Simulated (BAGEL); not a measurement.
# C2H3Al (ethynylalumane) at B3LYP/6-31G(d) (density fitting with qzvpp-jkfit, spherical functions)

What is the energy change on altering one bond length of C2H3Al (ethynylalumane) at B3LYP/6-31G* (density fitting with qzvpp-jkfit, spherical functions)? 

The calculation is run with BAGEL 1.2.2.

16 further runs of the same task are left out: 16 set aside as unsound or not needed.

## Step 1: The structure to begin with

The species is C2H3Al (6 atoms), meant as a singlet with charge 0. SMILES: `C#[C][AlH2]`. The coordinates come from a PBE0-D4/def2-TZVP relaxation.

Bond lengths: C1–C2 1.211 Å, C2–Al3 1.906 Å, C1–H4 1.067 Å, Al3–H5 1.580 Å, Al3–H6 1.580 Å. Angles: C1–C2–Al3 179.9°, C2–C1–H4 180.0°, C2–Al3–H5 118.8°, C2–Al3–H6 118.8°, H5–Al3–H6 122.4°.

## Step 2: The energy at B3LYP/6-31G(d) (density fitting with qzvpp-jkfit, spherical functions)

input.json

```json
{ "bagel" : [

{
  "title" : "molecule",
  "basis" : "6-31gs.json",
  "df_basis" : "qzvpp-jkfit",
  "angstrom" : true,
  "geometry" : [
    { "atom" : "C", "xyz" : [      -0.792800,      -1.637600,      -0.298100 ] },
    { "atom" : "C", "xyz" : [      -0.266100,      -0.564200,      -0.106200 ] },
    { "atom" : "Al", "xyz" : [       0.564800,       1.124200,       0.195000 ] },
    { "atom" : "H", "xyz" : [      -1.257000,      -2.583100,      -0.467400 ] },
    { "atom" : "H", "xyz" : [       1.356700,       1.804700,      -0.990500 ] },
    { "atom" : "H", "xyz" : [       0.436600,       1.792000,       1.621000 ] }
  ]
},

{
  "title" : "ks",
  "xc_func" : "b3lyp"
},

{
  "title" : "print",
  "file" : "orbitals.molden",
  "orbitals" : true
}

]}
```

The basis set 6-31G* is read from a file made from the Basis Set Exchange's data (not shown).

Run with:

```console
$ BAGEL_NUM_THREADS=1 BAGEL input.json > input.out
```

Log:

```text
* using 1 threads per process

  ===============================================================
  ===============================================================

  *** Geometry ***

  { "atom" : "C", "xyz" : [     -1.498175,     -3.094616,     -0.563327 ] },
  { "atom" : "C", "xyz" : [     -0.502856,     -1.066183,     -0.200689 ] },
  { "atom" : "Al", "xyz" : [      1.067317,      2.124430,      0.368497 ] },
  { "atom" : "H", "xyz" : [     -2.375386,     -4.881352,     -0.883258 ] },
  { "atom" : "H", "xyz" : [      2.563791,      3.410389,     -1.871774 ] },
  { "atom" : "H", "xyz" : [      0.825054,      3.386389,      3.063246 ] },

  Number of auxiliary basis functions:      332

  Since a DF basis is specified, we compute 2- and 3-index integrals:
    o Being stored without compression. Storage requirement is 0.007 GB

  Number of basis functions:       52
  Number of electrons      :       28

    * METHOD: MOLECULE                             0.07

  *** Kohn-Sham DFT ***

    * Removing 8458 points whose weight is below 1.00e-10
    * Grid points: 80978

  === Nuclear Repulsion ===
    69.4104621829

       - DIIS with orbital gradients will be used.

  === KS iteration (b3lyp / 6-31gs.json) ===
      0       -301.01345972          0.14963417           0.14
      1       -302.61358020          0.09537075           0.13
      2       -288.11014297          0.19353308           0.13
      3       -310.99425272          0.12581391           0.14
      4       -312.03410349          0.12258282           0.13
      5       -311.73139127          0.12482956           0.14
      6       -312.32233184          0.12141734           0.16
      7       -296.11721371          0.12959532           0.13
      8       -313.04849082          0.12271557           0.13
      9       -312.87254771          0.12944216           0.13
     10       -313.77970035          0.12414522           0.13
     11       -320.25938211          0.02452689           0.13
     12       -320.26970240          0.02188597           0.14
     13       -320.34680850          0.00851816           0.13
     14       -320.36649096          0.00379228           0.13
     15       -320.36986910          0.00017605           0.15
     16       -320.36987646          0.00002804           0.13
     17       -320.36987671          0.00001160           0.13
     18       -320.36987674          0.00000094           0.13
     19       -320.36987674          0.00000011           0.13
     20       -320.36987674          0.00000007           0.13
     21       -320.36987674          0.00000002           0.14
     22       -320.36987674          0.00000001           0.14
    * SCF iteration converged.

    * Permanent dipole moment:
           (    0.125553,     0.256053,     0.045995) a.u.

    * METHOD: KS                                   3.34

    * METHOD: PRINT                                0.00

  ===============================================================
```

Wall time 3.9 s (1 thread of Intel Xeon 6975P-C (Granite Rapids), shared host); peak memory 0.22 GiB.

## Step 3: The distorted shape, same level

dft.json

```json
{ "bagel": [

{
  "title": "molecule",
  "basis": "6-31gs.json",
  "df_basis": "qzvpp-jkfit",
  "angstrom": true,
  "geometry": [
    { "atom": "C", "xyz": [   -1.424834,   -2.925668,   -0.528378 ] },
    { "atom": "C", "xyz": [   -0.266100,   -0.564200,   -0.106200 ] },
    { "atom": "Al", "xyz": [    0.564800,    1.124200,    0.195000 ] },
    { "atom": "H", "xyz": [   -1.889034,   -3.871168,   -0.697678 ] },
    { "atom": "H", "xyz": [    1.356700,    1.804700,   -0.990500 ] },
    { "atom": "H", "xyz": [    0.436600,    1.792000,    1.621000 ] }
  ]
},
{
  "title": "ks",
  "xc_func": "b3lyp",
  "charge": 0
},
{
  "title": "print",
  "file": "orbitals.molden",
  "orbitals": true
}

]}
```

The basis set 6-31G* is read from a file made from the Basis Set Exchange's data (not shown).

Run with:

```console
$ BAGEL_NUM_THREADS=1 BAGEL dft.json > dft.out
```

Log:

```text
* using 1 threads per process

  ===============================================================
  ===============================================================

  *** Geometry ***

  { "atom" : "C", "xyz" : [     -2.692546,     -5.528711,     -0.998490 ] },
  { "atom" : "C", "xyz" : [     -0.502856,     -1.066183,     -0.200689 ] },
  { "atom" : "Al", "xyz" : [      1.067317,      2.124430,      0.368497 ] },
  { "atom" : "H", "xyz" : [     -3.569757,     -7.315447,     -1.318420 ] },
  { "atom" : "H", "xyz" : [      2.563791,      3.410389,     -1.871774 ] },
  { "atom" : "H", "xyz" : [      0.825054,      3.386389,      3.063246 ] },

  Number of auxiliary basis functions:      332

  Since a DF basis is specified, we compute 2- and 3-index integrals:
    o Being stored without compression. Storage requirement is 0.007 GB

  Number of basis functions:       52
  Number of electrons      :       28

    * METHOD: MOLECULE                             0.06

  *** Kohn-Sham DFT ***

    * Removing 7312 points whose weight is below 1.00e-10
    * Grid points: 82124

  === Nuclear Repulsion ===
    55.2178073405

       - DIIS with orbital gradients will be used.

  === KS iteration (b3lyp / 6-31gs.json) ===
      0       -299.30664191          0.11072561           0.15
      1       -290.49305269          0.09711495           0.14
      2       -305.30527689          0.10241370           0.14
      3       -308.05807918          0.09009760           0.14
      4       -314.50085814          0.08611330           0.15
      5       -317.17707283          0.06268285           0.22
      6       -317.59812086          0.06448977           0.14
      7       -317.04021463          0.06093411           0.13
      8       -315.15931334          0.08524412           0.13
      9       -316.45778951          0.06592550           0.13
[... 51 lines of this table left out ...]
     61       -319.88890256          0.00000003           0.13
     62       -319.88890256          0.00000002           0.13
     63       -319.88890256          0.00000002           0.13
     64       -319.88890256          0.00000001           0.14
    * SCF iteration converged.

    * Permanent dipole moment:
           (    0.211132,     0.433761,     0.077801) a.u.

    * METHOD: KS                                   9.09

    * METHOD: PRINT                                0.00

  ===============================================================
```

Wall time 9.6 s (1 thread of Intel Xeon 6975P-C (Granite Rapids), shared host); peak memory 0.22 GiB.

## Step 4: Summary of results

Level: B3LYP/6-31G* (density fitting with qzvpp-jkfit, spherical functions).

| quantity | value |
| --- | --- |
| first shape: total energy | -320.36988 Eh |
| first shape: dipole moment | 0.73 D |
| first shape: HOMO energy | -7.52 eV |
| first shape: LUMO energy | -1.93 eV |
| first shape: HOMO–LUMO gap | 5.59 eV |
| distorted shape: total energy | -319.88890 Eh |
| distorted shape: dipole moment | 1.24 D |
| distorted shape: HOMO energy | -5.49 eV |
| distorted shape: LUMO energy | -4.69 eV |
| distorted shape: HOMO–LUMO gap | 0.79 eV |
| energy change with the C1–C2 bond stretched from 1.211 to 2.664 Å | 13.088 eV |

**Reading.** One bond (distorted shape) is far stretched, which a spin-restricted single reference describes badly; a broken-symmetry solution may lie lower. With the C1–C2 bond stretched from 1.211 to 2.664 Å the energy rises by 13.09 eV (1263 kJ/mol). The first shape isn't relaxed at this level, so the change isn't measured from a minimum. A restricted reference can't describe the breaking bond well at this length.
